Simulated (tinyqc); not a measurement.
Inside a calculation. Method: MP2 on RHF in the sto-6g basis, for H2O, spin multiplicity 1. One step of it, computed by the program tinyqc.

Question. Orthogonalisation. S = U s U^T; canonical form X = U s^(-1/2), so that X^T S X = 1. Each column of U has its largest component positive (the first on a tie).

overlap S:
```
           1O 1s     1O 2s    1O 2px     1O 2py    1O 2pz     2H 1s      3H 1s
1O 1s   1.000000  0.231145  0.000000   0.000000  0.000000  0.062669   0.062669
1O 2s   0.231145  1.000000  0.000000   0.000000  0.000000  0.512550   0.512550
1O 2px  0.000000  0.000000  1.000000   0.000000  0.000000  0.000000   0.000000
1O 2py  0.000000  0.000000  0.000000   1.000000  0.000000  0.300417  -0.300417
1O 2pz  0.000000  0.000000  0.000000   0.000000  1.000000  0.279965   0.279965
2H 1s   0.062669  0.512550  0.000000   0.300417  0.279965  1.000000   0.329428
3H 1s   0.062669  0.512550  0.000000  -0.300417  0.279965  0.329428   1.000000
```

Give: eigenvalues of S; X.

Answer.

eigenvalues of S: 0.307  0.380  0.881  1.000  1.097  1.291  2.045

X:
```
             1       2       3      4       5       6      7
1O 1s   -0.275   0.000   0.768  0.000  -0.620   0.000  0.132
1O 2s    1.249   0.000  -0.323  0.000  -0.320   0.000  0.394
1O 2px   0.000   0.000   0.000  1.000   0.000   0.000  0.000
1O 2py   0.000  -0.917   0.000  0.000   0.000   0.726  0.000
1O 2pz   0.632   0.000   0.636  0.000   0.633   0.000  0.199
2H 1s   -0.782   0.947  -0.136  0.000   0.110   0.352  0.372
3H 1s   -0.782  -0.947  -0.136  0.000   0.110  -0.352  0.372
```
